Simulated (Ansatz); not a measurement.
# FSi (charge +1): search for lower mean-field states from a Python script

A script is to give a search for lower mean-field states; the system is FSi (charge +1).

All numbers are computed with Ansatz 0.2.0, driven from Python. Level of theory: PBE0/cc-pVDZ.

## 1. The system

Bond lengths: Si1–F2 1.830 Å.

The script holds or builds the structure itself.

## 2. Script

fsi_states.py reads:

```python
import warnings

import ansatz as az
import numpy as np

BASIS_SET = "cc-pVDZ"
FUNCTIONAL = "pbe0"
NET_CHARGE = 1

warnings.simplefilter("ignore", az.DeckWarning)

mol = (
    az.Crystal.molecule()
    .atom("Si", (0.0, 0.0, 0.0))
    .atom("F", (0.0, 0.0, 1.83))
)
symbols = [site.symbol for site in mol.cartesian_sites]

start = np.array([site.position_ang for site in mol.cartesian_sites])
for factor in [1.0, 1.3]:
    xyz = (start - start.mean(axis=0)) * factor
    scaled = az.Crystal.molecule()
    for symbol, place in zip(symbols, xyz):
        scaled = scaled.atom(symbol, place.tolist())
    model = (
        scaled.calculation()
        .basis(gaussian=BASIS_SET)
        .functional(FUNCTIONAL)
        .charge(NET_CHARGE)
        .spin("collinear")
    )
    for search in ("off", "standard"):
        try:
            summary = model.scf(lower_state_search=search).run(threads=1).report
        except az.AnsatzError as error:
            print(f"x{factor} search {search}: {type(error).__name__}")
            continue
        state = summary["mean_field"]["state"]
        print(f"all distances x{factor}, search {search:8s} E = {summary['free_energy_ev']:.5f} eV  <S^2> = {abs(state['spin_squared']):.3f}  other states met: {len(summary['mean_field']['others'])}")
```

## 3. What the engine is handed

The engine receives this input (first run):

```yaml
crystal:
  periodic: [false, false, false]
  atoms:
    - { symbol: Si, position_ang: [0.0, 0.0, -0.915] }
    - { symbol: F, position_ang: [0.0, 0.0, 0.915] }
basis:
  gaussian:
    orbitals: cc-pVDZ
hamiltonian:
  xc: pbe0
magnetization:
  spin_polarized: true
total_charge: 1.0
scf:
  lower_state_search: "off"
```

## 4. Launch

The run is started by

```
$ python fsi_states.py
```

Standard output:

```text
all distances x1.0, search off      E = -10579.25152 eV  <S^2> = 0.000  other states met: 0
all distances x1.0, search standard E = -10579.25152 eV  <S^2> = 0.000  other states met: 0
all distances x1.3, search off      E = -10575.96569 eV  <S^2> = 0.000  other states met: 0
all distances x1.3, search standard E = -10575.96569 eV  <S^2> = 0.000  other states met: 3
```

Run time: 2.9 s. Hardware: 1 thread of Arm Neoverse V1, shared host; peak memory 0.16 GiB.

## 5. What changed from run to run

The engine's inputs for the other runs:

Run 2, against run 1:

```diff
@@ -15 +15 @@
-  lower_state_search: "off"
+  lower_state_search: standard
```

Run 3, against run 1:

```diff
@@ -4,2 +4,2 @@
-    - { symbol: Si, position_ang: [0.0, 0.0, -0.915] }
-    - { symbol: F, position_ang: [0.0, 0.0, 0.915] }
+    - { symbol: Si, position_ang: [0.0, 0.0, -1.1895] }
+    - { symbol: F, position_ang: [0.0, 0.0, 1.1895] }
```

Run 4, against run 1:

```diff
@@ -4,2 +4,2 @@
-    - { symbol: Si, position_ang: [0.0, 0.0, -0.915] }
-    - { symbol: F, position_ang: [0.0, 0.0, 0.915] }
+    - { symbol: Si, position_ang: [0.0, 0.0, -1.1895] }
+    - { symbol: F, position_ang: [0.0, 0.0, 1.1895] }
@@ -15 +15 @@
-  lower_state_search: "off"
+  lower_state_search: standard
```

Lines on the test bed's own set-up are left out of the output.

## 6. Run by run

From the records of these 4 runs:

```tsv
run	search	energy from run 2 (eV)	SCF cycles	CPU time (s)
1	off	0.0000	19	0.4
2	standard	0.0000	17	0.62
3	off	3.2858	18	0.48
4	standard	3.2858	30	0.91
```

## 7. Outcome

```
                       quantity  value
lower state found by the search   none
                  runs compared      4
```

In words: The search finds no state below that of the single start. All 4 runs converged, in 17 to 30 cycles. The count of other states can hold repeated and symmetry-equivalent ends of the search; scaling all distances is a test, and for more than two atoms no physical path. The spin state was assumed, and another may lie lower.
